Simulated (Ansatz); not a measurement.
Input file:

```yaml
crystal:
  periodic: [false, false, false]
  atoms:
    - {symbol: B, position_ang: [0.000000, -0.350303, 1.718937]}
    - {symbol: N, position_ang: [0.000000, 0.193192, -1.252772]}
    - {symbol: H, position_ang: [0.000000, 0.487319, 2.571656]}
    - {symbol: H, position_ang: [0.000000, 1.121511, -1.652984]}
    - {symbol: H, position_ang: [0.000000, -0.536198, -1.946730]}
basis:
  gaussian: {orbitals: "6-31G*"}
magnetization: {spin_polarized: false, initial_magnetization: 1}
correlation: {active_space: {window: {electrons: 3, orbitals: 5}, states: [{multiplicity: 2, weights: [1, 1, 1, 1]}], root: 1}}
accuracy: high
output: {forces: true}
```

```sh
$ ansatz run in.yaml --threads 1 --pin off --events-out ev --progress --plain --max-ram 2393MiB
```

Log:

```
698 factors; integrals over basis functions are off by at most 2.9e-9 eV
mean field evaluation 1: about -2185.1990 eV, gradient 4.3e1 eV
mean field evaluation 2: about -2185.1988 eV, gradient 4.3e1 eV
mean field evaluation 4: about -2193.7211 eV, gradient 1.9e1 eV
mean field evaluation 8: about -2194.9590 eV, gradient 1.8e-1 eV
mean field evaluation 16: about -2185.1990 eV, gradient 4.3e1 eV
mean field evaluation 32: about -2193.2770 eV, gradient 1.2e-8 eV
mean field evaluation 64: about -2194.9594 eV, gradient 1.8e-1 eV
mean field -2194.95882409 eV, -80.6632489887 hartree, gradient 3.7e-8 eV, S^2 0.750000; 5 other end points of the search recorded, 0 dependent functions left out
reference -2194.95882409 eV, -80.6632489887 hartree; 8, 7 occupied and 28, 29 virtual orbitals, 698 factors
state -2195.68524126 eV, -80.6899443275 hartree
state -2194.79882073 eV, -80.6573689737 hartree
state -2194.53382518 eV, -80.6476305669 hartree
state -2192.17320977 eV, -80.5608795508 hartree
the calculation of the forces begins
Total energy: -2194.79882073 eV, -80.6573689737 hartree
Atom 0 at     0.000000    -0.350303     1.718937 Å, force     0.000000     0.017148     0.266752 eV/Å
Atom 1 at     0.000000     0.193192    -1.252772 Å, force    -0.000000     0.099529     1.134769 eV/Å
Atom 2 at     0.000000     0.487319     2.571656 Å, force    -0.000000    -0.103072    -0.412388 eV/Å
Atom 3 at     0.000000     1.121511    -1.652984 Å, force     0.000000    -0.458395    -0.557175 eV/Å
Atom 4 at     0.000000    -0.536198    -1.946730 Å, force     0.000000     0.444790    -0.431957 eV/Å
Dipole moment:    -0.000000     0.106223    -0.530047 e Å
```

Natural occupations, averaged over the states: 1.2093 1.0042 0.5119 0.2675 0.0070.

Forces (eV/Å):
```
B    0.000  0.017  0.267
N    0.000  0.100  1.135
H    0.000 -0.103 -0.412
H    0.000 -0.458 -0.557
H    0.000  0.445 -0.432
```

Ran on 1 thread of Intel Xeon Platinum 8259CL, shared host: 2.5 s wall, 0.16 GiB peak host memory.
